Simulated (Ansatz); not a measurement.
Consider the isomerisation: `CN=C=CCl` → `N=C1CC1Cl`.

Program: Ansatz. Geometries: PBE0-D4/def2-TZVP. ΔE: electronic, gas phase. CCSD(T)/CBS adds triple-zeta CCSD(T) − MP2 to the extrapolated MP2 energy (def2 sets, frozen cores). DFT in def2-TZVPP. One conformer a species, not always the lowest.

| level | ΔE (eV) |
| --- | --- |
| CAM-B3LYP-D4 | 0.28 |
| HF/def2-SVP | 0.27 |

Question: What does CCSD(T)/CBS give? (Estimate.)

Answer: Ansatz gave: +0.20 eV. The listed levels differ from it by 0.08, 0.07 eV.

Largest T1 diagnostic among the species: 0.013.

In def2-TZVPP, CCSD(T) changes the Hartree–Fock value by −0.13 eV (the triples alone add +0.01 eV) and MP2 by −0.16 eV. From r2SCAN to r2SCAN0 (25 % exact exchange), in def2-TZVPP and without D4, ΔE moves by −0.08 eV. At CCSD(T), def2-SVP lies −0.03 eV from the extrapolated value and def2-TZVPP +0.01 eV.
